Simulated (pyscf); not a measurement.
PySCF, gas phase, ωB97X-D3(BJ)/def2-SVP geometries.

Question: Estimate the classical barrier height and the reaction energy of `[CH3][GaH][CH3]` + `[NH3]` -> `[CH3][Ga]([CH3])[NH2]` + `[H][H]` at ωB97M-D3(BJ)/def2-TZVP. The step runs on the singlet surface, breaks Ga–H, H–N and forms Ga–N, H–H; take the separated reactants as zero.

Answer: ΔE‡ = 0.68 eV, ΔE = -0.30 eV. Zero-point energy shifts the barrier by -0.03 eV. It is a four-centre exchange, with an imaginary mode of 1334i cm⁻¹. On the reactant side the descent ends in an adduct with a Ga–N contact, 0.94 eV under the separated species and 1.55 eV under the saddle at ωB97X-D3(BJ)/def2-TZVP. What is counted as formed (Ga–N) is already present as a longer contact in the reactant adduct; forming that adduct is a step of its own. At the saddle there is also a short Ga–H contact that neither side keeps. One saddle was located; it need not be the lowest between these sides. Elements up to Kr have no core potential and no relativistic terms here.
